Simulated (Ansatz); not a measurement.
**Si2H3 (quartet): the correlation ladder, cc-pVDZ**

How much of the correlation energy of Si2H3 (quartet) does each wave-function method recover here?

Computed with Ansatz 0.2.0, Gaussian basis. Level: cc-pVDZ, core rule «outside noble gas», up to 10 orbitals frozen.

To be run: UHF; CCSD(T) on ROHF; CCSD(T) on UHF; BCCD(T) on ROHF; CISD; CCSDT(Q) on ROHF; CCSDT(Q) on UHF; CASSCF and MRCISD+Q, 11 electrons in 11 orbitals; CASSCF and NEVPT2, 11 electrons in 11 orbitals.

20 further runs of the same task are left out: 9 that didn't finish, 11 set aside as unsound or not needed.

**1. The geometry**

The geometry is a PBE0/def2-TZVP stationary point (not a proven minimum) of the parent state, kept for this charge and spin.

5 atoms, charge 0, spin multiplicity 4.

Atoms are counted from 1 here; the program's logs count them from 0.

Bond lengths: Si1–Si2 2.368 Å, Si1–H3 1.491 Å, Si1–H4 1.501 Å, Si1–H5 1.491 Å. Angles: Si2–Si1–H3 116.7°, Si2–Si1–H4 99.3°, Si2–Si1–H5 116.7°, H3–Si1–H4 107.5°, H3–Si1–H5 108.0°, H4–Si1–H5 107.5°.

Coordinates:

```
Si    0.0051    0.0000    1.0965
Si    0.0071    0.0000   -1.2715
H     0.5687    1.2062    1.7682
H    -1.4762    0.0000    1.3384
H     0.5687   -1.2062    1.7682
```

**2. UHF**

Contents of in.yaml:

```yaml
crystal:
  periodic: [false, false, false]
  atoms:
    - {symbol: Si, position_ang: [0.005068, 0.000000, 1.096519]}
    - {symbol: Si, position_ang: [0.007092, 0.000000, -1.271468]}
    - {symbol: H, position_ang: [0.568683, 1.206193, 1.768182]}
    - {symbol: H, position_ang: [-1.476221, -0.000005, 1.338443]}
    - {symbol: H, position_ang: [0.568691, -1.206189, 1.768182]}
basis:
  gaussian: {orbitals: cc-pVDZ}
magnetization: {spin_polarized: true, initial_magnetization: 3}
hamiltonian: {xc: hf}
output: {orbitals: {seedname: orbitals}}
```

Started as:

```
ansatz run in.yaml --threads 1 --pin off --events-out ev --progress --plain --max-ram 2393MiB
```

Further steps of the session: CCSD(T) on ROHF; CCSD(T) on UHF; BCCD(T) on ROHF; CISD; CCSDT(Q) on ROHF; CCSDT(Q) on UHF; CASSCF and MRCISD+Q, 11 electrons in 11 orbitals; CASSCF and NEVPT2, 11 electrons in 11 orbitals.

Before running them: what should the planned runs give, taken together? Wanted: UCCSDT(Q) below the RHF energy; RMP2 from UCCSDT(Q); UMP2 from UCCSDT(Q); RCCSD from UCCSDT(Q); RCCSD(T) from UCCSDT(Q); UCCSD(T) from UCCSDT(Q); RCCSDT(Q) from UCCSDT(Q); NEVPT2 valence from UCCSDT(Q); MRCISD+Q valence from UCCSDT(Q).

The runs gave:

| quantity | value |
| --- | --- |
| UCCSDT(Q) below the RHF energy | -5.4330 eV |
| RMP2 from UCCSDT(Q) | +123.1 kJ/mol |
| UMP2 from UCCSDT(Q) | +123.1 kJ/mol |
| RCCSD from UCCSDT(Q) | +18.1 kJ/mol |
| RCCSD(T) from UCCSDT(Q) | +4.0 kJ/mol |
| UCCSD(T) from UCCSDT(Q) | +4.0 kJ/mol |
| RCCSDT(Q) from UCCSDT(Q) | 0.0 kJ/mol |
| NEVPT2 valence from UCCSDT(Q) | +111.3 kJ/mol |
| MRCISD+Q valence from UCCSDT(Q) | +5.2 kJ/mol |
| levels within 1 kcal/mol (43 meV) | RCCSD(T), UCCSD(T), BCCD(T), RCCSDT, UCCSDT, RCCSDT(Q) |
| T1 diagnostic | 0.029 |
| effectively unpaired electrons | 3.02 |

RCCSD(T) lands +4.0 kJ/mol from the yardstick (0.8 % of the correlation energy). One determinant dominates. Of the multireference levels listed MRCISD+Q valence comes nearest in total energy (+5.2 kJ/mol), which doesn't show that its space is the better one. These misses are within one basis, not against nature; the frozen cores of restricted and unrestricted runs differ, which can shift their rows.
